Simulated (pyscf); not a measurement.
Optimised with ωB97X-D3(BJ)/def2-SVP in PySCF.

Question: Estimate the classical barrier height and the reaction energy of `[F][Sn]([F])([F])[F]` + `[H][H]` → `[FH]` + `[F][SnH]([F])[F]` at PBE/def2-TZVP. The step runs on the singlet surface, breaks F–Sn, H–H and forms F–H, H–Sn; take the separated reactants as zero.

Answer: ΔE‡ = 25.0 kcal/mol, ΔE = +2.2 kcal/mol. ωB97M-D3(BJ)/def2-TZVP gives 30.1 kcal/mol and +0.4 kcal/mol. Zero-point energy shifts the barrier by +2.4 kcal/mol. It is a four-centre exchange, with an imaginary mode of 1268i cm⁻¹. On the product side the descent ends in a bound adduct (not fully relaxed), 8.2 kcal/mol under the separated species and 36.6 kcal/mol under the saddle at ωB97X-D3(BJ)/def2-TZVP. One saddle was located; it need not be the lowest between these sides. Elements past Kr carry the def2 core potentials, without spin-orbit coupling.
